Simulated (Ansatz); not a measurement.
Basis-set extrapolation for `F/C=C/CF` (PBE0-D4/def2-TZVP geometry, frozen core, Ansatz 0.2.0). Multiplicity 1, RHF reference.

```tsv
	def2-TZVPP	def2-QZVPP
HF	-314.906908	-314.920955
MP2 correlation	-0.981583	-1.061689
CCSD(T) correlation	-1.044081	not run
```

Energies in hartree. Use E(X) = E(∞) + A·exp(−7.88·√X) for Hartree–Fock and E(X) = E(∞) + B·X^(−2.97) for correlation, with X = 3 and 4, and add CCSD(T) minus MP2 of the smaller set to the MP2 limit.

Q: What is the CCSD(T) energy at the basis-set limit?

A: HF limit: -314.920955 + (-0.014047) × 0.13774 = -314.92289. MP2 limit: -1.061689 + (-0.080106) × 0.74074 = -1.12103. Higher-order term: -1.044081 − (-0.981583) = -0.06250. Total: -316.10642 hartree, 408.1 kJ/mol below CCSD(T)/def2-TZVPP.
